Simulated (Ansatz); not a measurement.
**AlSiH (triplet): trial inputs and their diagnosis at angle Al2–Si1–H3 = 139.8°**

4 inputs are run for AlSiH (triplet) as typed; the log has to tell whether the result can be used and what must change.

The runs use Ansatz 0.2.0, Gaussian basis; the settings change from run to run.

11 further runs of the same task are left out: 1 for a mislabelled method, 10 that didn't finish.

## Step 1: What is computed

The geometry derives from a PBE0/def2-TZVP stationary point (not a proven minimum). One angle is set to the value named; bond lengths are kept.

3 atoms, charge 0, spin multiplicity 3.

Atoms are counted from 1 here; the program's logs count them from 0.

Bond lengths: Si1–Al2 2.390 Å, Si1–H3 1.598 Å. Angles: Al2–Si1–H3 139.8°.

## Step 2: Attempt 1

File in.yaml:

```yaml
crystal:
  periodic: [false, false, false]
  atoms:
    - {symbol: Si, position_ang: [0.000000, 0.721256, 0.867800]}
    - {symbol: Al, position_ang: [0.000000, -0.836666, -0.945196]}
    - {symbol: H, position_ang: [0.000000, 2.299432, 1.121352]}
basis:
  gaussian: {orbitals: 6-31G}
magnetization: {spin_polarized: false, initial_magnetization: 2}
correlation: {active_space: {window: {electrons: 4, orbitals: 6}, fixed_orbitals: true, states: [{multiplicity: 3, weights: [1, 0.5, 0.5, 0.5]}]}}
scf: {lower_state_search: off}
scf: {max_iter: 3}
```

Launch:

```console
$ ansatz run in.yaml --threads 1 --pin off --events-out ev --progress --plain --max-ram 2393MiB
```

What it wrote:

```text
Error: YAML parse error: error: line 12 column 1: duplicate mapping key: scf, set DuplicateKeyPolicy in Options if acceptable
  --> <input>:12:1
   |
10 | correlation: {active_space: {window: {electrons: 4, orbitals: 6},…
11 | scf: {lower_state_search: off}
12 | scf: {max_iter: 3}
   | ^ duplicate mapping key: scf, set DuplicateKeyPolicy in Options if acceptable
```

It took 0.03 s on 1 thread of Arm Neoverse V1, shared host.

**Diagnosis.** Nothing was computed: the input was turned down at the start. Its message: «line 12 column 1: duplicate mapping key: scf, set DuplicateKeyPolicy in Options if acceptable» The same key is given twice at one level. What to do: merge the two into one block.

## Step 3: Attempt 2

File in.yaml:

```yaml
crystal:
  periodic: [false, false, false]
  atoms:
    - {symbol: Si, position_ang: [0.000000, 0.721256, 0.867800]}
    - {symbol: Al, position_ang: [0.000000, -0.836666, -0.945196]}
    - {symbol: H, position_ang: [0.000000, 2.299432, 1.121352]}
basis:
  gaussian: {orbitals: 6-31G, point_charges: [{charge: -1.00, position_ang: [4.225, 0.913, 0.294]}]}
magnetization: {spin_polarized: false, initial_magnetization: 2}
correlation: {active_space: {window: {electrons: 4, orbitals: 4}, states: [{multiplicity: 3, weights: []}]}}
```

Launched as before.

What it wrote:

```text
Error: set 0 has no weights, but each of its states needs one positive weight
```

Run time: 0.03 s. Hardware: 1 thread of Arm Neoverse V1, shared host.

Diagnosis: The run was refused. The list of states asked for (weights, spin or count) can't be met. Fix: mend what the message names.

## Step 4: Attempt 3

File in.yaml:

```yaml
crystal:
  periodic: [false, false, false]
  atoms:
    - {symbol: Si, position_ang: [0.000000, 0.721256, 0.867800]}
    - {symbol: Al, position_ang: [0.000000, -0.836666, -0.945196]}
    - {symbol: H, position_ang: [0.000000, 2.299432, 1.121352]}
basis:
  gaussian: {orbitals: 6-31G, fitting: {mean_field: def2-universal-jkfit}}
magnetization: {spin_polarized: false, initial_magnetization: 2}
correlation: {active_space: {ras: {orbitals: [3, 2, 13], electrons: 5, max_holes: 2, max_particles: 2}, fixed_orbitals: true}}
scf: {lower_state_search: off}
```

Launched as before.

What it wrote:

```text
Functional definition: HF
  name "HF"
  cite "Fock, Z. Phys. 61, 126 (1930) doi:10.1007/BF01340294"
  parent pbe
  exchange = exact_x
  correlation = 0
these checks for a lower state are left out or cut short: stability, starts, cluster_reference, orbital_swaps, neighbouring_geometries, increment
274 factors; integrals over basis functions are off by at most 1.0e-1 eV
mean field evaluation 1: about -14456.4773 eV, gradient 6.0e0 eV
mean field evaluation 2: about -14456.8587 eV, gradient 3.1e0 eV
mean field evaluation 4: about -14457.0780 eV, gradient 7.9e-1 eV
mean field evaluation 8: about -14457.1346 eV, gradient 1.8e-6 eV
mean field -14457.13459491 eV, -531.2898969653 hartree, gradient 1.8e-6 eV, S^2 2.000000; 0 other end points of the search recorded, 0 dependent functions left out
reference -14457.13459491 eV, -531.2898969653 hartree; 15, 13 occupied and 13, 15 virtual orbitals, 274 factors
Error: 5 electrons in 18 orbitals form no window around the highest filled level of the reference
```

It took 0.09 s on 1 thread of Arm Neoverse V1, shared host.

Diagnosis: The run stopped with an error. The electron count of the restricted space is wrong. Fix: count the correlated electrons again.

## Step 5: Attempt 4

File in.yaml:

```yaml
crystal:
  periodic: [false, false, false]
  atoms:
    - {symbol: Si, position_ang: [0.000000, 0.721256, 0.867800]}
    - {symbol: Al, position_ang: [0.000000, -0.836666, -0.945196]}
    - {symbol: H, position_ang: [0.000000, 2.299432, 1.121352]}
basis:
  gaussian: {orbitals: def2-TZVPP}
magnetization: {spin_polarized: false, initial_magnetization: 2}
correlation: {method: ccsdtq, electrons: all}
scf: {lower_state_search: full}
output: {forces: true}
```

The command is unchanged.

What it wrote:

```text
Functional definition: HF
  name "HF"
  cite "Fock, Z. Phys. 61, 126 (1930) doi:10.1007/BF01340294"
  parent pbe
  exchange = exact_x
  correlation = 0
1111 factors; integrals over basis functions are off by at most 1.8e-7 eV
mean field evaluation 1: about -14458.0184 eV, gradient 7.9e0 eV
mean field evaluation 2: about -14458.0198 eV, gradient 7.9e0 eV
mean field evaluation 4: about -14458.7682 eV, gradient 1.8e0 eV
mean field evaluation 8: about -14458.8639 eV, gradient 3.7e-1 eV
mean field evaluation 16: about -14458.8830 eV, gradient 2.6e-6 eV
mean field evaluation 32: about -14458.8830 eV, gradient 1.7e-4 eV
mean field evaluation 64: about -14458.8826 eV, gradient 1.2e-1 eV
mean field evaluation 96: about -14458.8683 eV, gradient 3.3e-1 eV
mean field evaluation 128: about -14458.8719 eV, gradient 3.0e-1 eV
mean field evaluation 160: about -14458.8830 eV, gradient 2.3e-4 eV
mean field evaluation 192: about -14456.7995 eV, gradient 2.0e0 eV
mean field evaluation 224: about -14456.3403 eV, gradient 2.2e-3 eV
mean field evaluation 256: about -14456.1057 eV, gradient 2.7e-3 eV
mean field evaluation 288: about -14453.8566 eV, gradient 7.3e0 eV
mean field evaluation 320: about -14456.4358 eV, gradient 5.5e-2 eV
mean field evaluation 352: about -14456.4461 eV, gradient 2.2e-1 eV
mean field evaluation 384: about -14456.9349 eV, gradient 2.1e-3 eV
mean field -14458.88304162 eV, -531.3541511965 hartree, gradient 2.6e-6 eV, S^2 2.000000; 17 other end points of the search recorded, 0 dependent functions left out
mean field evaluation 416: about -14459.1647 eV, gradient 5.1e-1 eV
determinant -14458.88304162 eV, -531.3541511965 hartree, with singles and doubles -14472.10851615 eV, -531.8401784210 hartree
determinant -14456.93489145 eV, -531.2825579983 hartree, with singles and doubles -14470.22037341 eV, -531.7707904550 hartree
determinant -14456.50006601 eV, -531.2665784581 hartree, with singles and doubles -14469.77027155 eV, -531.7542495169 hartree
determinant -14456.34025628 eV, -531.2607055590 hartree, with singles and doubles -14469.87473223 eV, -531.7580883763 hartree
determinant -14456.10568568 eV, -531.2520852483 hartree, with singles and doubles -14469.52387912 eV, -531.7451947620 hartree
reference -14458.88304162 eV, -531.3541511965 hartree; 15, 13 occupied and 83, 85 virtual orbitals, 1111 factors
```

Run time: 99 s. Hardware: 1 thread of Arm Neoverse V1, shared host.

What is wrong: The run was cut at its time limit. The job is too large for the time given. Cure: a smaller basis or space, or a lower level; a longer limit helps only where the log shows it near its end.

## Step 6: How the runs ended

```csv
attempt,level,ended,cause,time
1,"CASCI(4,6)/6-31G",refused,the same key is given twice at one level,0.03 s
2,"CASSCF(4,4)/6-31G",refused,"the list of states asked for (weights, spin or count) can't be met",0.03 s
3,CISD/6-31G,stopped by an error,the electron count of the restricted space is wrong,0.09 s
4,CCSDTQ on ROHF/def2-TZVPP,cut at its time limit,the job is too large for the time given,99 s
```

2 refused, 1 stopped by an error, 1 cut at its time limit.
